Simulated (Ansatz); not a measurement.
# bcc Ta

All values below come from PBE+SOC (PAW; Ansatz, a first-principles code).

Settings: plane-wave cutoff 520 eV, 28×28×28 k mesh, Fermi–Dirac smearing 0.055 eV (set by the program), PAW data made under PBE.

Cell (relaxed at this level):

```xyz
1
Lattice="-1.6594 1.6594 1.6594 1.6594 -1.6594 1.6594 1.6594 1.6594 -1.6594" Properties=species:S:1:pos:R:3 pbc="T T T"
Ta     0.0000     0.0000     0.0000
```

| Item | Value |
|---|---|
| elastic constant C11 | 258 GPa |
| elastic constant C12 | 161 GPa |
| elastic constant C44 | 76.2 GPa |
| Voigt–Reuss–Hill bulk modulus | 193 GPa |
| Voigt–Reuss–Hill shear modulus (Hill average) | 63.7 GPa |
| Young modulus | 172 GPa |
| Poisson ratio | 0.352 |

Measured, for comparison: elastic constant C11 266 GPa, elastic constant C12 158 GPa, elastic constant C44 87.4 GPa (0 K, extrapolated to 0 K; zero-point effects included; as tabulated in Wang et al. (2022), arXiv:2209.12322). Computed (rounded) less measured: elastic constant C11 -3 %, elastic constant C12 +2 %, elastic constant C44 -13 %.

Note: shear constants of such metals converge slowly with the k mesh.

Elastic constants are with the ions relaxed.

The result took roughly 18 core-minutes.
